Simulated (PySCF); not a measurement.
Species: H2S.
Atom-mapped SMILES: `[SH2:1]` (hydrogens: H2, H3 on S1)

Cartesian coordinates in Å at the PBE0-D3(BJ)/def2-SVP level; atoms count from 1:
```xyz
3
H2S angstrom
S     -0.034    0.555    0.028
H     -0.980   -0.408    0.007
H      0.962   -0.354    0.005
```

Computed with PySCF, PBE0-D3(BJ)/def2-SVP geometry optimisation, gas phase.

Masses are those of the commonest isotopes; rigid-rotor values at the optimised geometry. 

(1) Give the principal moments of inertia and the rotational constants in MHz.

(2) What kind of rotor is it?

(3) List the rotational levels J(Ka,Kc) to J = 3 (MHz).

(4) Which lines would a microwave search look for?

(5) Estimate the classical rotational partition function at 200 K and 500 K.

## Answers

(1) Ia = 1.66, Ib = 1.90, Ic = 3.56 u·Å²; 505379 MHz·u·Å²/I gives A = 304100, B = 265669, C = 141794 MHz.

(2) An asymmetric top: κ = (2 × 265669 − 304100 − 141794)/(304100 − 141794) = 0.53.

(3) Above 0(0,0):
J = 1: 1(0,1) 407463, 1(1,1) 445895, 1(1,0) 569769
J = 2: 2(0,2) 1129307, 2(1,2) 1136946, 2(1,1) 1508570, 2(2,1) 1623865, 2(2,0) 1716947
J = 3: 3(0,3) 2125450, 3(1,3) 2126422, 3(1,2) 2809861, 3(2,2) 2846254, 3(2,1) 3165583, 3(3,1) 3395201, 3(3,0) 3455009
Those of J = 1 are B + C, A + C and A + B.

(4) The dipole components are |μa| = 0.00 D, |μb| = 1.35 D, |μc| = 0.00 D; the symmetry axis of this C2v structure is b, so μa and μc vanish by symmetry and there are no a-type or c-type lines. Some lines, for components of 0.1 D or more:

| type | branch | J(Ka,Kc) | MHz | lower level (cm⁻¹) |
| --- | --- | --- | --- | --- |
| b | Q | 2(2,0) ← 2(1,1) | 208377 | 50.320 |
| b | Q | 3(2,1) ← 3(1,2) | 355723 | 93.727 |
| b | Q | 5(5,0) ← 5(4,1) | 567781 | 272.946 |
| b | R | 2(0,2) ← 1(1,1) | 683412 | 14.873 |
| b | Q | 4(3,2) ← 4(2,3) | 738632 | 146.525 |
| b | Q | 5(3,3) ← 5(2,4) | 989660 | 207.950 |
| b | Q | 5(1,4) ← 5(0,5) | 1271286 | 165.514 |
| b | Q | 5(2,4) ← 5(1,5) | 1272182 | 165.514 |
| b | R | 4(0,4) ← 3(1,3) | 1275723 | 70.930 |
| b | R | 4(2,3) ← 3(1,2) | 1582839 | 93.727 |
| b | R | 3(3,1) ← 2(2,0) | 1678253 | 57.271 |
| b | R | 4(4,0) ← 3(3,1) | 2402051 | 113.252 |
| b | R | 5(5,0) ← 4(4,1) | 2986567 | 192.264 |
| b | R | 5(4,1) ← 4(3,2) | 3051394 | 171.163 |

(5) Point group C2v, symmetry number σ = 2; q = (√π/σ)·√((kT/h)³/(ABC)), k/h = 20836.6 MHz/K: 70.4 at 200 K, 278 at 500 K.

Not checked by PBE0-D3(BJ)/def2-SVP frequencies. These are rigid-rotor constants of the computed structure; measured ground-state constants (B0) also hold zero-point vibration.
